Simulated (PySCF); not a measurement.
**AlHF at several levels of theory**

All levels use the PBE0 minimum (doublet; Al–F 1.656 Å, Al–H 1.607 Å; F–Al–H 115.5°), basis [Al def2-TZVP, H def2-TZVP, F def2-TZVP], no relativity, density fitting, no spin–orbit coupling, PySCF. For vertical energies the ionised species is a singlet (spins chosen at PBE0 and kept) and the electron-attached one a singlet. Atomisation goes to high-spin ground-configuration atoms, without zero-point energy. Open shells are unrestricted, also as the reference of the correlated levels. A dash marks a value that was not computed or is not defined at that level.

Z-matrix (Å, degrees; charge 0 multiplicity 2):
```
Al
H  1 1.6074
F  1 1.6559 2 115.46
```

| level | atomisation (kJ/mol) | vertical IP (eV) | vertical EA (eV) | −ε(HOMO) (eV) | dipole (D) |
| --- | --- | --- | --- | --- | --- |
| CCSD(T) | 797 | 8.42 | 0.77 | – | – |
| HF | 634 | 8.43 | -0.21 | 8.87 | 1.73 |
| MP2 | 833 | 8.39 | 0.51 | – | – |
| PBE0 | 807 | 8.62 | 0.70 | 6.13 | 1.57 |
| PBE | 828 | 8.49 | 0.69 | 5.07 | 1.46 |
| B3LYP | 819 | 8.64 | 0.80 | 5.89 | 1.61 |
| r2SCAN | 839 | 8.64 | 0.60 | 5.38 | 1.49 |
| wB97X | 824 | 8.50 | 0.82 | 8.21 | 1.54 |

For AlHF itself CCSD(T) correlates 11 electrons; T1 = 0.016, D1 = 0.043, (T) = -23 kJ/mol.

(1) Which levels differ least and most from CCSD(T) in the atomisation?

## Answers

(1) Least: PBE0 (+10 kJ/mol); most: HF (-163 kJ/mol). CCSD(T) atomisation energies in a triple-zeta basis lie tens of kJ/mol low, so this is no ranking by accuracy.

Without diffuse functions attachment energies tend to come out too low.
